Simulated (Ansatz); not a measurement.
C$_{2}$H$_{5}$NOS (`N=CSCO`). Charge 0, multiplicity 1.

Z-matrix (Å, degrees):
```
C
O 1 1.397
S 1 1.807 2 115.2
H 1 1.096 2 112.9 3 -120.0
H 1 1.092 2 106.8 3 120.8
H 2 0.962 1 108.8 3 53.3
C 3 1.768 1 101.3 2 67.3
N 7 1.258 3 130.4 1 -8.4
H 7 1.093 3 110.1 1 171.4
H 8 1.019 7 113.0 3 -3.3
```

(1) List the harmonic frequencies (cm⁻¹, unscaled) at PBE0-D4/def2-TZVP in Ansatz. (An estimate is asked.)

(2) Is this a minimum?

(3) Give the ideal-gas thermochemistry at 298.15 K and 1 bar (rigid rotor, harmonic oscillator; point group C1, symmetry number 1).

Results:

(1) Computed: 123, 177, 219, 318, 394, 526, 691, 736, 776, 921, 1080, 1101, 1190, 1208, 1323, 1381, 1390, 1480, 1691, 3045, 3107, 3120, 3492, 3843.

(2) Yes, all 24 modes are real.

(3) Zero-point energy 199.4 kJ/mol; H(298) − E = 217.7 kJ/mol; entropy 323.4 J/(mol·K), of which translation 165.1, rotation 110.2, vibration 48.1; G(298) − E = 121.3 kJ/mol.
